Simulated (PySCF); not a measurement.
**Löwdin shares of the frontier orbitals**

Compound: 1,2-butadiene, C4H6.
Structure used (GFN2-xTB), in Å, numbered top down from 1:
```xyz
10
C4H6 angstrom
C      2.0615    0.2809   -0.1735
C      0.8528   -0.1826   -0.1680
C     -0.3618   -0.6362   -0.1603
C     -1.5630    0.1634    0.2486
H      2.7057    0.2020    0.6882
H      2.4832    0.7603   -1.0431
H     -0.5562   -1.6576   -0.4648
H     -2.2731    0.2193   -0.5765
H     -2.0627   -0.3167    1.0898
H     -1.2776    1.1718    0.5372
```

The calculation used TDDFT B3LYP/def2-SVPD, vertical, gas phase, core orbitals frozen in the response in PySCF.

Kohn–Sham orbitals with the atoms that hold most of them (Löwdin shares over 4%, at most four atoms; ? is withheld):

```json
{"orbital": "HOMO-3", "ε (eV)": "-11.40", "atoms": "C4 42%, H9 16%, H8 16%, C3 9%"}
{"orbital": "HOMO-2", "ε (eV)": "-10.37", "atoms": "C4 37%, H10 22%, C3 16%, H7 8%"}
{"orbital": "HOMO-1", "ε (eV)": "-7.40", "atoms": "?"}
{"orbital": "HOMO", "ε (eV)": "?", "atoms": "?"}
{"orbital": "LUMO", "ε (eV)": "0.05", "atoms": "C1 26%, C2 24%, C3 13%, C4 10%"}
{"orbital": "LUMO+1", "ε (eV)": "0.41", "atoms": "C3 30%, C2 29%, C1 13%, C4 6%"}
{"orbital": "LUMO+2", "ε (eV)": "0.73", "atoms": "C1 31%, C2 22%, C4 10%, C3 10%"}
```

(1) Which atoms hold the HOMO-1, and with what shares?

(2) Which atoms hold the HOMO, and with what shares?

(3) What is the HOMO energy, and the HOMO–LUMO gap?

Results:

(1) C1 (bonded to C and 2 H) 41%; C2 (bonded to 2 C) 35%; C3 (bonded to 2 C and H) 8%; C4 (bonded to C and 3 H) 4%.

(2) C3 (bonded to 2 C and H) 36%; C2 (bonded to 2 C) 33%; C1 (bonded to C and 2 H) 9%; C4 (bonded to C and 3 H) 8%.

(3) ε(HOMO) = -7.04 eV; the gap is 7.09 eV (0.2604 hartree).

**Question.** The HOMO–LUMO gap is 7.09 eV. Where does the response calculation put the lowest singlet, and from which orbitals?

**Answer.** S1 is at 5.66 eV (f = 0.0000), 1.42 eV below the gap, made of HOMO→LUMO (93%). Without the coupling terms of the response equations the lowest excitation would equal the gap.

**Question.** One configuration dominates each of S1 and S2. Which, and how do the shares of the two leading atoms of either orbital change from the occupied to the empty one?

**Answer.** 
- S1 (5.66 eV, f 0.0000), HOMO→LUMO (93%): C3 36% → 13%, C2 33% → 24%, C1 9% → 26%
- S2 (6.31 eV, f 0.0000), HOMO-1→LUMO+1 (97%): C1 41% → 13%, C2 35% → 29%, C3 8% → 30%

The run took 3.7 s on an x86-64 server with one thread, shared host.
